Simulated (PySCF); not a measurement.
## SO2, singlet: cost against accuracy

Geometry (MP2(full)/6-31G*, from the G2/97 set):

```xyz
3

S     0.0000    0.0000    0.3699
O     0.0000    1.2776   -0.3707
O     0.0000   -1.2776   -0.3707
```

Measured, as an electronic atomization energy: 258.4 kcal/mol (G2/97 heats of formation of molecule and atoms, with zero-point and thermal terms from B3LYP taken off; Curtiss et al., J. Chem. Phys. 106, 1063 (1997), Staroverov et al., J. Chem. Phys. 119, 12129 (2003)). The measured value holds scalar relativity and spin–orbit coupling, which all computed ones lack, and core correlation, which the wave-function levels lack. Atoms are taken at the same level; beside RHF, RMP2 and RCC rows they are unrestricted. PySCF 2.14.0; the 6-31G* set has Cartesian d functions; a miss is computed less measured; times are wall times on shared hosts and scatter by a factor of two or so; they hold the correlated step alone (with one SCF for RCCSD(T)), and functionals start from a converged Hartree–Fock density. B3LYP has the VWN-RPA form, and B2PLYP's MP2 part freezes the cores. A small miss in a small set is a cancellation of the method's error against the basis error.

```csv
level,basis,miss (kcal/mol),time of the run,hardware
RCCSD(T),STO-3G,-189.5,0.17 s,1 CPU thread
UCCSD(T),STO-3G,-192.8,0.21 s,1 CPU thread
UCCSD(T),6-31G,-184.5,0.51 s,1 CPU thread
RCCSD(T),cc-pV(D+d)Z,-54.4,1 s,1 CPU thread
BLYP,6-31G,-120.7,1.7 s,1 CPU thread
PBE,STO-3G,-82.1,1.9 s,1 CPU thread
PBE0,STO-3G,-130.5,1.9 s,1 CPU thread
BLYP,STO-3G,-92.9,1.9 s,1 CPU thread
PBE0,6-31G,-151.6,2.3 s,1 CPU thread
PBE,6-31G*,1.2,2.4 s,1 CPU thread
UCCSDT,STO-3G,-188.8,2.5 s,1 CPU thread
B3LYP,6-31G,-147.8,2.5 s,1 CPU thread
CAM-B3LYP,STO-3G,-132.4,2.6 s,1 CPU thread
PBE,cc-pV(D+d)Z,6.0,2.6 s,1 CPU thread
PBE0,cc-pV(D+d)Z,-27.6,3.1 s,1 CPU thread
B3LYP,6-31G*,-31.9,3.2 s,1 CPU thread
r2SCAN,6-31G,-134.3,3.5 s,1 CPU thread
CAM-B3LYP,6-31G,-154.8,3.7 s,1 CPU thread
UCCSD(T),cc-pV(D+d)Z,-55.8,3.8 s,1 CPU thread
B3LYP,cc-pV(D+d)Z,-27.5,4 s,1 CPU thread
CAM-B3LYP,6-31G*,-33.8,4.7 s,1 CPU thread
r2SCAN,6-31G*,-19.6,4.7 s,1 CPU thread
B2PLYP,cc-pV(D+d)Z,-31.5,4.9 s,1 CPU thread
CAM-B3LYP,cc-pV(D+d)Z,-29.2,5 s,1 CPU thread
r2SCAN,cc-pV(D+d)Z,-16.0,5.3 s,1 CPU thread
BLYP,cc-pV(T+d)Z,7.4,6.2 s,1 CPU thread
PBE0,cc-pV(T+d)Z,-9.6,7 s,1 CPU thread
B3LYP,cc-pV(T+d)Z,-10.2,7.3 s,1 CPU thread
B2PLYP,cc-pV(T+d)Z,-6.8,8.4 s,1 CPU thread
UHF,cc-pV(T+d)Z,-159.3,9.4 s,1 CPU thread
wB97M-V,STO-3G,-125.7,14 s,1 CPU thread
CAM-B3LYP,cc-pV(T+d)Z,-10.8,15 s,1 CPU thread
wB97M-V,6-31G,-150.3,15 s,1 CPU thread
RCCSDT(Q),6-31G,-179.7,25 s,1 CPU thread
wB97X-V,cc-pV(T+d)Z,-6.4,26 s,1 CPU thread
wB97M-V,cc-pV(T+d)Z,-4.3,31 s,1 CPU thread
UCCSD(T),cc-pV(T+d)Z,-20.2,84 s,1 CPU thread
RCCSD(T),cc-pV(Q+d)Z,-9.3,3.3 min,1 CPU thread
RCCSDT(Q),6-31G*,-48.1,7.9 min,1 CPU thread
RCCSDT(Q),cc-pV(D+d)Z,-52.4,9.9 min,1 CPU thread
```

HF's time is that of a plain UHF run.

The smallest set from which on each level stays within 1 kcal/mol of its own cc-pV(Q+d)Z value: RHF none (cc-pV(T+d)Z is 2.1 kcal/mol off); UHF none (cc-pV(T+d)Z is 2.0 kcal/mol off); RMP2 none (cc-pV(T+d)Z is 10.3 kcal/mol off); RCCSD(T) none (cc-pV(T+d)Z is 9.7 kcal/mol off).
